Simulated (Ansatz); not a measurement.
**AlH+ (doublet): wave-function methods side by side, def2-TZVPP**

The task here is to estimate one member of a computed series from the others.

Computed with Ansatz 0.2.0, Gaussian basis. Level: def2-TZVPP, core rule «outside noble gas», up to 5 orbitals frozen.

Plan: UHF; ROHF; CCSD(T) on UHF.

2 further runs of the same task are left out: 2 set aside as unsound or not needed.

## The system

The geometry is a PBE0/def2-TZVP stationary point (not a proven minimum) of the parent state, kept for this charge and spin.

2 atoms, charge 1, spin multiplicity 2.

Atoms are counted from 1 here; the program's logs count them from 0.

Bond lengths: Al1–H2 1.605 Å.

The first run:

Input file in.yaml:

```yaml
crystal:
  periodic: [false, false, false]
  atoms:
    - {symbol: Al, position_ang: [0.000000, 0.000000, 0.000000]}
    - {symbol: H, position_ang: [0.000000, 0.000000, 1.604550]}
basis:
  gaussian: {orbitals: def2-TZVPP}
total_charge: 1
magnetization: {spin_polarized: true, initial_magnetization: 1}
hamiltonian: {xc: hf}
output: {orbitals: {seedname: orbitals}}
```

Launch:

```bash
ansatz run in.yaml --threads 1 --pin off --events-out ev --progress --plain --max-ram 4096MiB --backend cpu
```

Among the steps run: UHF; ROHF; CCSD(T) on UHF.

One of the session's tables, all rows but one given; the rest of the session is left out.

It belongs to the step «Misses and costs». 

| method | from UCCSD(T) (meV) |
| --- | --- |
| ROHF | ? |
| UHF | +1256.7 |
| UMP2 | +354.6 |
| UCCSD | +16.1 |
| UCCSD(T) | 0 |

Estimate the missing values for ROHF.

As computed: from UCCSD(T) (meV): +1369.9. In the column «from UCCSD(T) (meV)» it is the highest.
